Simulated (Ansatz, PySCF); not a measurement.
Gas-phase enthalpy of formation at 298 K, by the atomisation route, of [CH2] (CH2) (triplet) (SMILES; CH2). Geometries: B3LYP-D3(BJ)/def2-TZVP minima from Ansatz (an electronic-structure program). Valence correlation only, unless marked. Open shells are spin-unrestricted. Spin-orbit coupling is left out. Non-relativistic. CBS marks a two-point X^-3 extrapolation of the correlation energy; Hartree-Fock from the larger set (for Q and 5 zeta extrapolated as (X+1)exp(-9√X)). Thermal terms are rigid-rotor harmonic-oscillator values from B3LYP-D3(BJ) frequencies (PySCF) at 298.15 K and 1 atm. 1 Eh = 627.5095 kcal/mol.

```json
[
 {"species": "[CH2] (CH2) (triplet)", "count": "1", "E, CCSD(T)/CBS(cc-pVQZ,cc-pV5Z) (Ansatz) (Eh)": "-39.09238", "E, PBE/def2-TZVPD (Ansatz) (Eh)": "-39.10493", "measured ΔHf at 0 K (kcal/mol)": "-", "H(298) - H(0) of the element (kcal/mol)": "-"},
 {"species": "C atom", "count": "1", "E, CCSD(T)/CBS(cc-pVQZ,cc-pV5Z) (Ansatz) (Eh)": "-37.78969", "E, PBE/def2-TZVPD (Ansatz) (Eh)": "-37.79605", "measured ΔHf at 0 K (kcal/mol)": "169.98", "H(298) - H(0) of the element (kcal/mol)": "0.25"},
 {"species": "H atom", "count": "2", "E, CCSD(T)/CBS(cc-pVQZ,cc-pV5Z) (Ansatz) (Eh)": "-0.50000", "E, PBE/def2-TZVPD (Ansatz) (Eh)": "-0.49962", "measured ΔHf at 0 K (kcal/mol)": "51.63", "H(298) - H(0) of the element (kcal/mol)": "1.01"}
]
```

Molecule: zero-point energy 10.79, H(298) - H(0) 2.39 kcal/mol. The route leaves out scalar relativity and anharmonic zero-point terms, the atoms' spin-orbit terms, and in the frozen-core level the core correlation. Atomic data: G2/97 table in ASE.

Q: Work out De, D0 and ΔHf at 0 and 298 K at both levels, and their errors against the measured value.

A: 
The atoms' values sum to 273.24 (0 K) and 2.27 (thermal), in kcal/mol.
- CCSD(T)/CBS(cc-pVQZ,cc-pV5Z): De = 189.94; D0 = 189.94 - 10.79 = 179.15; ΔHf(0 K) = 273.24 - 179.15 = 94.09; ΔHf(298 K) = 94.09 + 2.39 - 2.27 = 94.21; error +0.5.
- PBE/def2-TZVPD: De = 194.30; D0 = 194.30 - 10.79 = 183.51; ΔHf(0 K) = 273.24 - 183.51 = 89.73; ΔHf(298 K) = 89.73 + 2.39 - 2.27 = 89.85; error -3.9.
Measured: 93.7 kcal/mol (G2/97 table in ASE (Curtiss et al.)). This is an older compilation, not checked against later work.
